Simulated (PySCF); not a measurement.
Job file and geometry (Å, from GFN2-xTB) of an NMR shielding run on 2-Propanamine (C(C)(C)N, C3H9N), GIAO PBE0/pcSseg-1 NMR shielding, non-relativistic, gas phase (PySCF 2.14.0, density-fitted response routines); density fitting, a coarse starting grid and PySCF grid level 2 are the driver's defaults:

```
{"job": {"kind": "nmr", "xc": "PBE0", "basis": "pcSseg-1"}, "charge": 0, "multiplicity": 1}
C      1.314121    -0.459988     0.014068
C     -0.137240    -0.128076    -0.322815
C     -0.467521     1.311059     0.065053
N     -1.004065    -1.022998     0.433616
H      1.466336    -0.373667     1.086352
H      1.988101     0.221528    -0.498153
H      1.553625    -1.477397    -0.288111
H     -0.275481    -0.236321    -1.417110
H      0.203701     2.003511    -0.436136
H     -1.490285     1.557345    -0.212563
H     -0.363664     1.429811     1.140054
H     -1.978697    -0.834880     0.225572
H     -0.813320    -1.989441     0.192445
```

**Question.** Write the output of this run.

**Answer.** 
```
coarse grid: 9904 points
cycle   1  E = -174.1823448723  dE =  1.999e-01  |g| = 4.410e-01  |ddm| = 2.876e+00
cycle   2  E = -174.1672947832  dE =  1.505e-02  |g| = 5.209e-01  |ddm| = 8.028e-01
cycle   3  E = -174.2307636702  dE = -6.347e-02  |g| = 3.681e-02  |ddm| = 4.445e-01
cycle   4  E = -174.2309610974  dE = -1.974e-04  |g| = 1.968e-02  |ddm| = 4.087e-02
cycle   5  E = -174.2310452175  dE = -8.412e-05  |g| = 2.590e-03  |ddm| = 1.698e-02
cycle   6  E = -174.2310465650  dE = -1.347e-06  |g| = 7.189e-04  |ddm| = 2.371e-03
final grid: 92968 points
cycle   7  E = -174.2524374088  dE = -2.481e-05  |g| = 8.255e-03  |ddm| = 2.064e-02
cycle   8  E = -174.2524303825  dE =  7.026e-06  |g| = 9.927e-03  |ddm| = 1.463e-02
cycle   9  E = -174.2524544586  dE = -2.408e-05  |g| = 4.385e-04  |ddm| = 8.110e-03
cycle  10  E = -174.2524544944  dE = -3.585e-08  |g| = 1.762e-04  |ddm| = 4.807e-04
cycle  11  E = -174.2524545010  dE = -6.598e-09  |g| = 3.413e-05  |ddm| = 1.565e-04
cycle  12  E = -174.2524545013  dE = -2.304e-10  |g| = 1.160e-05  |ddm| = 4.042e-05
converged SCF energy = -174.2524545013

GIAO shielding tensors (ppm)
atom      isotropic    diamagn.    paramagn.     s11        s22        s33       span
  0 C      159.831     247.567     -87.735    143.266    148.989    187.239     43.974
  1 C      139.754     242.993    -103.239    129.566    133.162    156.534     26.968
  2 C      159.912     247.557     -87.646    143.355    149.024    187.356     44.001
  3 N      209.085     314.659    -105.574    167.576    214.953    244.727     77.151
  4 H       30.695      30.222       0.473     27.815     28.839     35.431      7.616
  5 H       30.748      30.337       0.410     26.585     28.656     37.002     10.417
  6 H       30.617      30.355       0.261     26.577     28.324     36.949     10.372
  7 H       28.303      31.335      -3.031     24.462     26.668     33.780      9.318
  8 H       30.747      30.334       0.413     26.570     28.677     36.993     10.423
  9 H       30.605      30.338       0.266     26.571     28.292     36.952     10.381
 10 H       30.700      30.215       0.484     27.837     28.819     35.442      7.605
 11 H       31.014      31.831      -0.817     24.061     28.571     40.409     16.348
 12 H       31.021      31.839      -0.817     24.063     28.590     40.412     16.349
```

**Question.** Turn these shieldings into chemical shifts. References, each an isolated molecule treated in the same way: 13C (σref 186.93) and 1H (σref 31.72) vs TMS; NH3 for 15N (σref 267.73).

**Answer.** Averaging equivalent atoms: C 1: 47.2; C 0/2: 27.1; N 3: 58.6; H 7: 3.41; H 4/5/6/8/9/10: 1.03; H 11/12: 0.70 ppm. Experimental scales use liquid or dissolved standards, which lie at an offset from isolated NH3 (liquid NH3: subtract about 20 ppm).

Size and cost of the density-fitted run: 113 basis functions, roughly 8 core-seconds.
